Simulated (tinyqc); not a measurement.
Inside a calculation (part 1 of 2). Method: ROHF in the sto-6g basis, for CH, spin multiplicity 4. Computed by tinyqc, a small Python program that keeps every step (integrals from PySCF). Settings: charge = 0, multiplicity = 4, basis = sto-6g, energy threshold = 1e-09, iteration cap = 71, orthogonalisation = canonical, start = core, DIIS depth = 4, method = ROHF. Command: `OMP_NUM_THREADS=1 python tinyqc.py 22692 22693 out.jsonl` (the two numbers bound the seeds that draw the settings). One thread of a shared host (Intel(R) Xeon(R) Processor @ 2.60GHz), about 0.1 s of CPU time with the checks. Later iterations appear only in the table of the cycle.

## One-electron integrals

Geometry (angstrom):
```
atom,x,y,z
C,0.000000,0.000000,0.000000
H,0.000000,0.000000,1.489000
```

Basis sto-6g: exponents (1/bohr^2) and contraction coefficients of normalised primitives:
```
element,l (shell),exponent,coefficient
C,s (1),742.737049,0.009164
C,s (1),136.180025,0.049361
C,s (1),38.098264,0.168538
C,s (1),13.087782,0.370563
C,s (1),5.082369,0.416492
C,s (1),2.093200,0.130334
C,s (2),30.497239,-0.013253
C,s (2),6.036200,-0.046992
C,s (2),1.876046,-0.033785
C,s (2),0.721783,0.250242
C,s (2),0.313471,0.595117
C,s (2),0.143687,0.240706
C,p (3),30.497239,0.003760
C,p (3),6.036200,0.037679
C,p (3),1.876046,0.173897
C,p (3),0.721783,0.418036
C,p (3),0.313471,0.425860
C,p (3),0.143687,0.101708
H,s (1),35.523221,0.009164
H,s (1),6.513144,0.049361
H,s (1),1.822143,0.168538
H,s (1),0.625955,0.370563
H,s (1),0.243077,0.416492
H,s (1),0.100112,0.130334
```

Overlap, kinetic and nuclear-attraction integrals over the contracted functions; the nuclear repulsion is the sum of Za Zb / Rab.

nuclear repulsion = 2.13234605 hartree

overlap S, lower triangle:
```
,1C 1s,1C 2s,1C 2px,1C 2py,1C 2pz,2H 1s
1C 1s,1.000000
1C 2s,0.243228,1.000000
1C 2px,0.000000,0.000000,1.000000
1C 2py,0.000000,0.000000,0.000000,1.000000
1C 2pz,0.000000,0.000000,0.000000,0.000000,1.000000
2H 1s,0.025896,0.291517,0.000000,0.000000,0.316389,1.000000
```

kinetic energy T (hartree), lower triangle:
```
,1C 1s,1C 2s,1C 2px,1C 2py,1C 2pz,2H 1s
1C 1s,16.068641
1C 2s,-0.492789,0.492405
1C 2px,0.000000,0.000000,1.479234
1C 2py,0.000000,0.000000,0.000000,1.479234
1C 2pz,0.000000,0.000000,0.000000,0.000000,1.479234
2H 1s,-0.007804,0.017509,0.000000,0.000000,0.087129,0.768522
```

nuclear attraction V (hartree), lower triangle:
```
,1C 1s,1C 2s,1C 2px,1C 2py,1C 2pz,2H 1s
1C 1s,-34.363353
1C 2s,-3.704864,-5.514043
1C 2px,0.000000,0.000000,-5.492712
1C 2py,0.000000,0.000000,0.000000,-5.492712
1C 2pz,-0.009579,-0.103252,0.000000,0.000000,-5.556014
2H 1s,-0.442941,-1.228136,0.000000,0.000000,-1.234685,-3.362984
```

core Hamiltonian H = T + V (hartree), lower triangle:
```
,1C 1s,1C 2s,1C 2px,1C 2py,1C 2pz,2H 1s
1C 1s,-18.294712
1C 2s,-4.197653,-5.021638
1C 2px,0.000000,0.000000,-4.013478
1C 2py,0.000000,0.000000,0.000000,-4.013478
1C 2pz,-0.009579,-0.103252,0.000000,0.000000,-4.076780
2H 1s,-0.450744,-1.210627,0.000000,0.000000,-1.147556,-2.594462
```

## Two-electron integrals

Functions are numbered as in S; the eight-fold symmetry (ij|kl) = (ji|kl) = (kl|ij) leaves the list below.

Two-electron integrals (ij|kl) in chemists' order, unique and non-zero (hartree):
```
i,j,k,l,(ij|kl)
1,1,1,1,3.543743
2,1,1,1,0.529462
2,1,2,1,0.100317
2,2,1,1,0.853596
2,2,2,1,0.199930
2,2,2,2,0.624844
3,1,3,1,0.021271
3,2,3,1,0.031868
3,2,3,2,0.138108
3,3,1,1,0.853598
3,3,2,1,0.199930
3,3,2,2,0.624843
3,3,3,3,0.673218
4,1,4,1,0.021271
4,2,4,1,0.031868
4,2,4,2,0.138108
4,3,4,3,0.036281
4,4,1,1,0.853598
4,4,2,1,0.199930
4,4,2,2,0.624843
4,4,3,3,0.600655
4,4,4,4,0.673218
5,1,5,1,0.021271
5,2,5,1,0.031868
5,2,5,2,0.138108
5,3,5,3,0.036281
5,4,5,4,0.036281
5,5,1,1,0.853598
5,5,2,1,0.199930
5,5,2,2,0.624843
5,5,3,3,0.600655
5,5,4,4,0.600655
5,5,5,5,0.673218
6,1,1,1,0.059044
6,1,2,1,0.010788
6,1,2,2,0.021216
6,1,3,3,0.021138
6,1,4,4,0.021138
6,1,5,1,0.000708
6,1,5,2,0.001388
6,1,5,5,0.021371
6,1,6,1,0.001193
6,2,1,1,0.171413
6,2,2,1,0.040908
6,2,2,2,0.144732
6,2,3,3,0.141078
6,2,4,4,0.141078
6,2,5,1,0.004137
6,2,5,2,0.029795
6,2,5,5,0.152039
6,2,6,1,0.004562
6,2,6,2,0.048614
6,3,3,1,0.003943
6,3,3,2,0.021337
6,3,5,3,0.005523
6,3,6,3,0.005210
6,4,4,1,0.003943
6,4,4,2,0.021337
6,4,5,4,0.005523
6,4,6,4,0.005210
6,5,1,1,0.161217
6,5,2,1,0.038944
6,5,2,2,0.145472
6,5,3,3,0.138551
6,5,4,4,0.138551
6,5,5,1,0.007215
6,5,5,2,0.048130
6,5,5,5,0.159315
6,5,6,1,0.004511
6,5,6,2,0.057696
6,5,6,5,0.072381
6,6,1,1,0.353787
6,6,2,1,0.085956
6,6,2,2,0.346370
6,6,3,3,0.330274
6,6,4,4,0.330274
6,6,5,1,0.009207
6,6,5,2,0.092244
6,6,5,5,0.378560
6,6,6,1,0.009663
6,6,6,2,0.159597
6,6,6,5,0.207354
6,6,6,6,0.774999
```

## Orthogonalisation

S = U s U^T; canonical form X = U s^(-1/2), so that X^T S X = 1. Each column of U has its largest component positive (the first on a tie).

eigenvalues of S: 0.543422  0.824966  1.000000  1.000000  1.155709  1.475903

X:
```
,1,2,3,4,5,6
1C 1s,0.349570,0.735267,0.000000,0.000000,0.578095,0.262078
1C 2s,-0.750253,-0.495478,0.000000,0.000000,0.398760,0.456690
1C 2px,0.000000,0.000000,-0.076338,0.997082,0.000000,0.000000
1C 2py,0.000000,0.000000,0.997082,0.076338,0.000000,0.000000
1C 2pz,-0.612152,0.571152,0.000000,0.000000,-0.547285,0.350281
2H 1s,0.883392,-0.315975,0.000000,0.000000,-0.269343,0.526882
```

Within a degenerate level the vectors are fixed only up to a rotation; this is one choice.

## Starting guess

The start is the orbitals of the core Hamiltonian; D(s) = C_occ C_occ^T for each spin.

D(alpha) at the start, lower triangle:
```
,1C 1s,1C 2s,1C 2px,1C 2py,1C 2pz,2H 1s
1C 1s,1.064866
1C 2s,-0.269334,1.116341
1C 2px,0.000000,0.000000,1.000000
1C 2py,0.000000,0.000000,0.000000,1.000000
1C 2pz,-0.011740,0.059664,0.000000,0.000000,1.066056
2H 1s,0.027224,-0.104783,0.000000,0.000000,-0.126765,0.023653
```

D(beta) at the start, lower triangle:
```
,1C 1s,1C 2s,1C 2px,1C 2py,1C 2pz,2H 1s
1C 1s,1.056938
1C 2s,-0.234629,0.964422
1C 2px,0.000000,0.000000,0.000000
1C 2py,0.000000,0.000000,0.000000,0.000000
1C 2pz,-0.095205,0.425024,0.000000,0.000000,0.187376
2H 1s,0.033694,-0.133106,0.000000,0.000000,-0.058649,0.018372
```

## Iteration 1: building the Fock matrix

J_ij = sum D_kl (ij|kl) with D = D(alpha) + D(beta), K_ij = sum D_kl (ik|jl) for each spin; F = H + J - K(s); E = tr D H + tr D J / 2 - 0.5 sum_s tr D(s) K(s) + E_nn.

Coulomb J (hartree), lower triangle:
```
,1C 1s,1C 2s,1C 2px,1C 2py,1C 2pz,2H 1s
1C 1s,11.419448
1C 2s,2.059792,4.837021
1C 2px,0.000000,0.000000,4.834511
1C 2py,0.000000,0.000000,0.000000,4.834511
1C 2pz,0.022171,0.099084,0.000000,0.000000,4.842043
2H 1s,0.225518,1.087087,0.000000,0.000000,1.082391,2.488162
```

exchange K(alpha) (hartree), lower triangle:
```
,1C 1s,1C 2s,1C 2px,1C 2py,1C 2pz,2H 1s
1C 1s,3.666417
1C 2s,0.625641,1.085605
1C 2px,0.000000,0.000000,0.902303
1C 2py,0.000000,0.000000,0.000000,0.902303
1C 2pz,0.000224,0.001597,0.000000,0.000000,0.901538
2H 1s,0.074386,0.206138,0.000000,0.000000,0.157423,0.080283
```

exchange K(beta) (hartree), lower triangle:
```
,1C 1s,1C 2s,1C 2px,1C 2py,1C 2pz,2H 1s
1C 1s,3.598843
1C 2s,0.532211,0.602327
1C 2px,0.000000,0.000000,0.141554
1C 2py,0.000000,0.000000,0.000000,0.141554
1C 2pz,0.013722,0.269646,0.000000,0.000000,0.237183
2H 1s,0.062641,0.160694,0.000000,0.000000,0.098260,0.055832
```

F(alpha) (hartree), lower triangle:
```
,1C 1s,1C 2s,1C 2px,1C 2py,1C 2pz,2H 1s
1C 1s,-10.541681
1C 2s,-2.763503,-1.270222
1C 2px,0.000000,0.000000,-0.081271
1C 2py,0.000000,0.000000,0.000000,-0.081271
1C 2pz,0.012369,-0.005765,0.000000,0.000000,-0.136275
2H 1s,-0.299612,-0.329677,0.000000,0.000000,-0.222588,-0.186583
```

F(beta) (hartree), lower triangle:
```
,1C 1s,1C 2s,1C 2px,1C 2py,1C 2pz,2H 1s
1C 1s,-10.474106
1C 2s,-2.670072,-0.786944
1C 2px,0.000000,0.000000,0.679479
1C 2py,0.000000,0.000000,0.000000,0.679479
1C 2pz,-0.001129,-0.273815,0.000000,0.000000,0.528080
2H 1s,-0.287867,-0.284233,0.000000,0.000000,-0.163425,-0.162133
```

total energy of this density = -37.58243529 hartree

## Iteration 1: Roothaan effective Fock matrix

With projectors Pc = D(beta) S, Po = (D(alpha) - D(beta)) S, Pv = 1 - D(alpha) S, the block xy is Px^T F Py; with Fc = (F(alpha) + F(beta))/2, the blocks are Fc for cc, oo, vv and cv, F(beta) for co and F(alpha) for ov.

effective F (hartree), lower triangle:
```
,1C 1s,1C 2s,1C 2px,1C 2py,1C 2pz,2H 1s
1C 1s,-10.507606
1C 2s,-2.709073,-0.988335
1C 2px,0.000000,0.000000,0.299104
1C 2py,0.000000,0.000000,0.000000,0.299104
1C 2pz,-0.011421,-0.179293,0.000000,0.000000,0.159426
2H 1s,-0.295833,-0.311583,0.000000,0.000000,-0.198054,-0.175047
```

## Iteration 1: diagonalisation and new density

Diagonalise F' = X^T F X, C = X C', fill 5 alpha and 2 beta electrons from the bottom; D(s) = C_occ C_occ^T. Each column has its largest component positive (the first on a tie).

F' = X^T F X (hartree), lower triangle:
```
,1,2,3,4,5,6
1,-0.211496
2,-1.321264,-3.711558
3,0.000000,0.000000,0.299104
4,0.000000,0.000000,0.000000,0.299104
5,-1.191816,-4.336185,0.000000,0.000000,-4.696520
6,-0.664740,-2.319789,0.000000,0.000000,-2.777481,-1.969581
```

orbital energies (hartree): MO1 -10.510146, MO2 -0.432896, MO3 0.008884, MO4 0.299104, MO5 0.299104, MO6 0.345004

coefficients C:
```
,MO1,MO2,MO3,MO4,MO5,MO6
1C 1s,0.995854,-0.208810,0.174262,0.000000,0.000000,0.001425
1C 2s,0.016842,0.764933,-0.766076,0.000000,0.000000,0.060616
1C 2px,0.000000,0.000000,0.000000,0.998955,0.045695,0.000000
1C 2py,0.000000,0.000000,0.000000,-0.045695,0.998955,0.000000
1C 2pz,0.002189,0.266988,0.192306,0.000000,0.000000,1.007419
2H 1s,-0.002868,0.382729,0.818024,0.000000,0.000000,-0.643987
```

D(alpha) after iteration 1, lower triangle:
```
,1C 1s,1C 2s,1C 2px,1C 2py,1C 2pz,2H 1s
1C 1s,1.065694
1C 2s,-0.276452,1.172279
1C 2px,0.000000,0.000000,1.000000
1C 2py,0.000000,0.000000,0.000000,1.000000
1C 2pz,-0.020058,0.056944,0.000000,0.000000,0.108269
2H 1s,0.059777,-0.333955,0.000000,0.000000,0.259489,0.815653
```

D(beta) after iteration 1, lower triangle:
```
,1C 1s,1C 2s,1C 2px,1C 2py,1C 2pz,2H 1s
1C 1s,1.035326
1C 2s,-0.142954,0.585406
1C 2px,0.000000,0.000000,0.000000
1C 2py,0.000000,0.000000,0.000000,0.000000
1C 2pz,-0.053569,0.204265,0.000000,0.000000,0.071288
2H 1s,-0.082773,0.292714,0.000000,0.000000,0.102178,0.146490
```

Within a degenerate level the vectors are fixed only up to a rotation; this is one choice.

## Iteration 2: building the Fock matrix

As before.

Coulomb J (hartree), lower triangle:
```
,1C 1s,1C 2s,1C 2px,1C 2py,1C 2pz,2H 1s
1C 1s,10.802328
1C 2s,1.922438,4.511447
1C 2px,0.000000,0.000000,4.511104
1C 2py,0.000000,0.000000,0.000000,4.511104
1C 2pz,0.027219,0.188503,0.000000,0.000000,4.512133
2H 1s,0.211159,1.095701,0.000000,0.000000,1.138431,2.937414
```

exchange K(alpha) (hartree), lower triangle:
```
,1C 1s,1C 2s,1C 2px,1C 2py,1C 2pz,2H 1s
1C 1s,3.647441
1C 2s,0.597392,0.983363
1C 2px,0.000000,0.000000,0.873713
1C 2py,0.000000,0.000000,0.000000,0.873713
1C 2pz,0.002960,0.081841,0.000000,0.000000,0.422835
2H 1s,0.070815,0.263633,0.000000,0.000000,0.310165,0.714684
```

exchange K(beta) (hartree), lower triangle:
```
,1C 1s,1C 2s,1C 2px,1C 2py,1C 2pz,2H 1s
1C 1s,3.574656
1C 2s,0.535448,0.513500
1C 2px,0.000000,0.000000,0.110077
1C 2py,0.000000,0.000000,0.000000,0.110077
1C 2pz,0.002466,0.220069,0.000000,0.000000,0.211895
2H 1s,0.059602,0.270911,0.000000,0.000000,0.187304,0.304372
```

F(alpha) (hartree), lower triangle:
```
,1C 1s,1C 2s,1C 2px,1C 2py,1C 2pz,2H 1s
1C 1s,-11.139825
1C 2s,-2.872608,-1.493554
1C 2px,0.000000,0.000000,-0.376087
1C 2py,0.000000,0.000000,0.000000,-0.376087
1C 2pz,0.014681,0.003409,0.000000,0.000000,0.012518
2H 1s,-0.310401,-0.378559,0.000000,0.000000,-0.319290,-0.371732
```

F(beta) (hartree), lower triangle:
```
,1C 1s,1C 2s,1C 2px,1C 2py,1C 2pz,2H 1s
1C 1s,-11.067040
1C 2s,-2.810664,-1.023691
1C 2px,0.000000,0.000000,0.387549
1C 2py,0.000000,0.000000,0.000000,0.387549
1C 2pz,0.015174,-0.134818,0.000000,0.000000,0.223458
2H 1s,-0.299187,-0.385837,0.000000,0.000000,-0.196428,0.038580
```

total energy of this density = -38.01960579 hartree

## Iteration 2: Roothaan effective Fock matrix

As before.

effective F (hartree), lower triangle:
```
,1C 1s,1C 2s,1C 2px,1C 2py,1C 2pz,2H 1s
1C 1s,-11.103718
1C 2s,-2.834387,-1.221752
1C 2px,0.000000,0.000000,0.005731
1C 2py,0.000000,0.000000,0.000000,0.005731
1C 2pz,0.007762,-0.077322,0.000000,0.000000,0.107721
2H 1s,-0.315395,-0.392927,0.000000,0.000000,-0.278710,-0.205613
```

## Iteration 2: DIIS over 2 matrices

error matrix X^T (FDS - SDF) X:
```
,1,2,3,4,5,6
1,0.000000,0.120995,0.000000,0.000000,-0.157648,-0.034677
2,-0.120995,0.000000,0.000000,0.000000,0.015143,0.096628
3,0.000000,0.000000,0.000000,0.000000,0.000000,0.000000
4,0.000000,0.000000,0.000000,0.000000,0.000000,0.000000
5,0.157648,-0.015143,0.000000,0.000000,0.000000,-0.073556
6,0.034677,-0.096628,0.000000,0.000000,0.073556,0.000000
```

B (overlaps of the stored error matrices):
```
,1,2
1,4.9549977e-01,5.6393645e-02
2,5.6393645e-02,1.1134394e-01
```

Minimise |sum c_i e_i|^2 with sum c_i = 1: solve [B -1; -1 0][c; lambda] = [0; -1] with B_ij = tr e_i^T e_j, and take F = sum c_i F_i.

DIIS coefficients: 0.111223  0.888777

extrapolated F (hartree), lower triangle:
```
,1C 1s,1C 2s,1C 2px,1C 2py,1C 2pz,2H 1s
1C 1s,-11.037417
1C 2s,-2.820449,-1.195791
1C 2px,0.000000,0.000000,0.038361
1C 2py,0.000000,0.000000,0.000000,0.038361
1C 2pz,0.005629,-0.088664,0.000000,0.000000,0.113472
2H 1s,-0.313219,-0.383880,0.000000,0.000000,-0.269739,-0.202213
```

## Iteration 2: diagonalisation and new density

As before.

F' = X^T F X (hartree), lower triangle:
```
,1,2,3,4,5,6
1,-0.134436
2,-1.490696,-4.011125
3,0.000000,0.000000,0.038361
4,0.000000,0.000000,0.000000,0.038361
5,-1.231655,-4.460399,0.000000,0.000000,-5.024186
6,-0.697547,-2.377321,0.000000,0.000000,-2.915826,-2.123008
```

orbital energies (hartree): MO1 -11.039293, MO2 -0.580433, MO3 -0.110025, MO4 0.038361, MO5 0.038361, MO6 0.436996

coefficients C:
```
,MO1,MO2,MO3,MO4,MO5,MO6
1C 1s,0.996528,-0.225804,0.137575,0.000000,0.000000,-0.052096
1C 2s,0.014033,0.844262,-0.612784,0.000000,0.000000,0.295761
1C 2px,0.000000,0.000000,0.000000,0.948929,-0.315489,0.000000
1C 2py,0.000000,0.000000,0.000000,0.315489,0.948929,0.000000
1C 2pz,-0.000063,0.151350,0.468825,0.000000,0.000000,0.938328
2H 1s,-0.001137,0.335623,0.680577,0.000000,0.000000,-0.809039
```

D(alpha) after iteration 2, lower triangle:
```
,1C 1s,1C 2s,1C 2px,1C 2py,1C 2pz,2H 1s
1C 1s,1.062982
1C 2s,-0.260958,1.088479
1C 2px,0.000000,0.000000,1.000000
1C 2py,0.000000,0.000000,0.000000,1.000000
1C 2pz,0.030260,-0.159510,0.000000,0.000000,0.242703
2H 1s,0.016712,-0.133709,0.000000,0.000000,0.369868,0.575828
```

D(beta) after iteration 2, lower triangle:
```
,1C 1s,1C 2s,1C 2px,1C 2py,1C 2pz,2H 1s
1C 1s,1.044055
1C 2s,-0.176654,0.712974
1C 2px,0.000000,0.000000,0.000000
1C 2py,0.000000,0.000000,0.000000,0.000000
1C 2pz,-0.034238,0.127778,0.000000,0.000000,0.022907
2H 1s,-0.076918,0.283337,0.000000,0.000000,0.050796,0.112644
```

Within a degenerate level the vectors are fixed only up to a rotation; this is one choice.

## Iteration 3: building the Fock matrix

As before.

Coulomb J (hartree), lower triangle:
```
,1C 1s,1C 2s,1C 2px,1C 2py,1C 2pz,2H 1s
1C 1s,10.898429
1C 2s,1.943811,4.566465
1C 2px,0.000000,0.000000,4.566240
1C 2py,0.000000,0.000000,0.000000,4.566240
1C 2pz,0.011370,0.103732,0.000000,0.000000,4.566917
2H 1s,0.212715,1.079129,0.000000,0.000000,1.104349,2.803965
```

exchange K(alpha) (hartree), lower triangle:
```
,1C 1s,1C 2s,1C 2px,1C 2py,1C 2pz,2H 1s
1C 1s,3.647796
1C 2s,0.602376,1.004850
1C 2px,0.000000,0.000000,0.876122
1C 2py,0.000000,0.000000,0.000000,0.876122
1C 2pz,-0.000016,-0.030140,0.000000,0.000000,0.539161
2H 1s,0.071878,0.276471,0.000000,0.000000,0.316760,0.618952
```

exchange K(beta) (hartree), lower triangle:
```
,1C 1s,1C 2s,1C 2px,1C 2py,1C 2pz,2H 1s
1C 1s,3.582046
1C 2s,0.531932,0.566986
1C 2px,0.000000,0.000000,0.122880
1C 2py,0.000000,0.000000,0.000000,0.122880
1C 2pz,0.000598,0.152565,0.000000,0.000000,0.175340
2H 1s,0.058880,0.256141,0.000000,0.000000,0.136946,0.247705
```

F(alpha) (hartree), lower triangle:
```
,1C 1s,1C 2s,1C 2px,1C 2py,1C 2pz,2H 1s
1C 1s,-11.044080
1C 2s,-2.856218,-1.460022
1C 2px,0.000000,0.000000,-0.323360
1C 2py,0.000000,0.000000,0.000000,-0.323360
1C 2pz,0.001807,0.030620,0.000000,0.000000,-0.049024
2H 1s,-0.309907,-0.407968,0.000000,0.000000,-0.359967,-0.409449
```

F(beta) (hartree), lower triangle:
```
,1C 1s,1C 2s,1C 2px,1C 2py,1C 2pz,2H 1s
1C 1s,-10.978330
1C 2s,-2.785774,-1.022159
1C 2px,0.000000,0.000000,0.429882
1C 2py,0.000000,0.000000,0.000000,0.429882
1C 2pz,0.001194,-0.152085,0.000000,0.000000,0.314796
2H 1s,-0.296909,-0.387638,0.000000,0.000000,-0.180152,-0.038202
```

total energy of this density = -38.08137008 hartree

## Iteration 3: Roothaan effective Fock matrix

As before.

effective F (hartree), lower triangle:
```
,1C 1s,1C 2s,1C 2px,1C 2py,1C 2pz,2H 1s
1C 1s,-11.011385
1C 2s,-2.815727,-1.203149
1C 2px,0.000000,0.000000,0.053261
1C 2py,0.000000,0.000000,0.000000,0.053261
1C 2pz,-0.008637,-0.087253,0.000000,0.000000,0.105759
2H 1s,-0.313153,-0.419614,0.000000,0.000000,-0.302333,-0.260735
```

## Iteration 3: DIIS over 3 matrices

error matrix X^T (FDS - SDF) X:
```
,1,2,3,4,5,6
1,0.000000,0.055327,0.000000,0.000000,0.006212,-0.046983
2,-0.055327,0.000000,0.000000,0.000000,-0.011706,0.006841
3,0.000000,0.000000,0.000000,0.000000,0.000000,0.000000
4,0.000000,0.000000,0.000000,0.000000,0.000000,0.000000
5,-0.006212,0.011706,0.000000,0.000000,0.000000,0.011819
6,0.046983,-0.006841,0.000000,0.000000,-0.011819,0.000000
```

B (overlaps of the stored error matrices), lower triangle:
```
,1,2,3
1,4.9549977e-01
2,5.6393645e-02,1.1134394e-01
3,5.6936563e-02,1.3917273e-02,1.1261224e-02
```

As before.

DIIS coefficients: -0.116516  -0.031959  1.148475

extrapolated F (hartree), lower triangle:
```
,1C 1s,1C 2s,1C 2px,1C 2py,1C 2pz,2H 1s
1C 1s,-11.067132
1C 2s,-2.827557,-1.227583
1C 2px,0.000000,0.000000,0.026136
1C 2py,0.000000,0.000000,0.000000,0.026136
1C 2pz,-0.008837,-0.076846,0.000000,0.000000,0.099443
2H 1s,-0.315100,-0.433054,0.000000,0.000000,-0.315238,-0.272481
```

## Iteration 3: diagonalisation and new density

As before.

F' = X^T F X (hartree), lower triangle:
```
,1,2,3,4,5,6
1,-0.082052
2,-1.501243,-4.058347
3,0.000000,0.000000,0.026136
4,0.000000,0.000000,0.000000,0.026136
5,-1.217731,-4.461970,0.000000,0.000000,-5.050018
6,-0.725257,-2.362580,0.000000,0.000000,-2.905544,-2.194462
```

orbital energies (hartree): MO1 -11.069018, MO2 -0.641309, MO3 -0.152982, MO4 0.026136, MO5 0.026136, MO6 0.478430

coefficients C:
```
,MO1,MO2,MO3,MO4,MO5,MO6
1C 1s,0.996517,-0.216342,-0.146994,0.000000,0.000000,-0.065110
1C 2s,0.014104,0.799002,0.647909,0.000000,0.000000,0.342877
1C 2px,0.000000,0.000000,0.000000,0.463687,0.885999,0.000000
1C 2py,0.000000,0.000000,0.000000,0.885999,-0.463687,0.000000
1C 2pz,0.001286,0.141124,-0.484977,0.000000,0.000000,0.931688
2H 1s,-0.001403,0.401032,-0.640508,0.000000,0.000000,-0.811968
```

D(alpha) after iteration 3, lower triangle:
```
,1C 1s,1C 2s,1C 2px,1C 2py,1C 2pz,2H 1s
1C 1s,1.061456
1C 2s,-0.254041,1.058389
1C 2px,0.000000,0.000000,1.000000
1C 2py,0.000000,0.000000,0.000000,1.000000
1C 2pz,0.042039,-0.201444,0.000000,0.000000,0.255120
2H 1s,0.005993,-0.094586,0.000000,0.000000,0.367225,0.571079
```

D(beta) after iteration 3, lower triangle:
```
,1C 1s,1C 2s,1C 2px,1C 2py,1C 2pz,2H 1s
1C 1s,1.039849
1C 2s,-0.158802,0.638603
1C 2px,0.000000,0.000000,0.000000
1C 2py,0.000000,0.000000,0.000000,0.000000
1C 2pz,-0.029250,0.112777,0.000000,0.000000,0.019918
2H 1s,-0.088158,0.320405,0.000000,0.000000,0.056593,0.160828
```

Within a degenerate level the vectors are fixed only up to a rotation; this is one choice.
